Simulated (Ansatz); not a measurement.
A run of Ansatz (development build ahead of 0.2.0) on singlet H₃O(+) at this shape:

```
atom    x (Å)    y (Å)    z (Å)
   O   0.0000   0.0000   0.0685
   H   0.8675   0.0000  -0.1827
   H  -0.4337   0.7513  -0.1827
   H  -0.4337  -0.7513  -0.1827
```

Its results:

| Item | Value |
| --- | --- |
| Converged | yes |
| Total energy | -76.32776 hartree |
| Spin squared of the determinant | 0.000 |

Problem. Which input gives this output? Name the method, the orbitals and the basis set, and write the input.

Solution. RHF in def2-TZVP. An unrestricted run that stays on the closed shell gives the same numbers.

```yaml
crystal:
  periodic: [false, false, false]
  atoms:
    - { symbol: O, position_ang: [0.0, 0.0, 0.06851] }
    - { symbol: H, position_ang: [0.86748, 0.0, -0.18269] }
    - { symbol: H, position_ang: [-0.43374, 0.75126, -0.18269] }
    - { symbol: H, position_ang: [-0.43374, -0.75126, -0.18269] }
basis:
  gaussian: { orbitals: def2-TZVP }
total_charge: 1
hamiltonian:
  xc: hf
```
